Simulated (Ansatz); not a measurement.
# C4H6O+ (doublet): geometry and frequencies at several levels

The task, for C4H6O+ (doublet): geometry and frequencies at several levels. Charge +1. Spin multiplicity 2.

Program: Ansatz 0.2.0. Level of theory: the levels named in each step. These are calculated values, not measurements.

### 1 The structure to begin with

Bond lengths: C1–C2 1.453 Å, C2–C3 1.360 Å, C3–C4 1.456 Å, C4–O5 1.186 Å, C1–H6 1.091 Å, C1–H7 1.089 Å, C1–H8 1.105 Å, C2–H9 1.086 Å, C3–H10 1.080 Å, C4–H11 1.122 Å. Angles (14 of 15 angles, heavy atoms first): C1–C2–C3 122.7°, C2–C3–C4 119.4°, C3–C4–O5 129.3°, C1–C2–H9 118.3°, C3–C2–H9 119.0°, C2–C1–H6 109.5°, C2–C1–H7 114.2°, C2–C1–H8 109.0°, C2–C3–H10 122.3°, C4–C3–H10 118.3°, C3–C4–H11 110.6°, O5–C4–H11 120.1°, H6–C1–H7 109.9°, H6–C1–H8 104.3°.

Structure file:

```xyz
11

C     2.3515    0.2029   -0.2687
C     0.9719    0.0541    0.1625
C    -0.0746    0.0694   -0.7061
C    -1.4294   -0.0852   -0.1965
O    -1.7988   -0.2299    0.9213
H     2.8103    1.0373    0.2631
H     2.4724    0.3373   -1.3422
H     2.9284   -0.6812    0.0591
H     0.7752   -0.0734    1.2224
H     0.0613    0.1912   -1.7707
H    -2.1738   -0.0541   -1.0359
```

### 2 A rough first relaxation, PBE-D4/def2-SVP

Input file input.yaml:

```yaml
crystal:
  periodic: [false, false, false]
  atoms:
    - { symbol: C, position_ang: [2.35153, 0.20289, -0.26871] }
    - { symbol: C, position_ang: [0.97192, 0.05413, 0.16247] }
    - { symbol: C, position_ang: [-0.0746, 0.06936, -0.70611] }
    - { symbol: C, position_ang: [-1.42937, -0.08522, -0.19648] }
    - { symbol: O, position_ang: [-1.79884, -0.22988, 0.92126] }
    - { symbol: H, position_ang: [2.81033, 1.03729, 0.26309] }
    - { symbol: H, position_ang: [2.47238, 0.33735, -1.34217] }
    - { symbol: H, position_ang: [2.92841, -0.6812, 0.05906] }
    - { symbol: H, position_ang: [0.77516, -0.07339, 1.22243] }
    - { symbol: H, position_ang: [0.06134, 0.19118, -1.7707] }
    - { symbol: H, position_ang: [-2.17376, -0.05415, -1.03594] }
magnetization:
  spin_polarized: true
  initial_magnetization: 1
total_charge: 1
basis:
  gaussian: { orbitals: def2-SVP }
hamiltonian:
  xc: pbe
  dispersion: d4
relax:
  f_tol: 0.03
  max_steps: 200
```

The run is started by

```bash
> ansatz run input.yaml --threads 4 --pin off --max-ram 10240MiB --backend cpu --events-out ev --progress --plain --runs-dir out
```

Further steps of the session: Relaxation, r2SCAN-D4/def2-TZVPP; Frequencies, r2SCAN-D4/def2-TZVPP; Relaxation, B3LYP-D4/def2-TZVPP; Frequencies, B3LYP-D4/def2-TZVPP.

Q: Predict the outcome of this session. Wanted: C1–C2 at B3LYP-D4/def2-TZVPP; C2–C3 at B3LYP-D4/def2-TZVPP; C3–C4 at B3LYP-D4/def2-TZVPP; frequencies at B3LYP-D4/def2-TZVPP.

The runs gave:

| quantity | value |
| --- | --- |
| C1–C2 at B3LYP-D4/def2-TZVPP | 1.459 Å |
| C2–C3 at B3LYP-D4/def2-TZVPP | 1.375 Å |
| C3–C4 at B3LYP-D4/def2-TZVPP | 1.467 Å |
| frequencies at B3LYP-D4/def2-TZVPP | 143 to 3177 cm⁻¹ |

The C1–C2 distance spreads over 0.005 Å, from r2SCAN-D4/def2-TZVPP (shortest) to B3LYP-D4/def2-TZVPP. No mode is imaginary, so the geometry is a minimum.
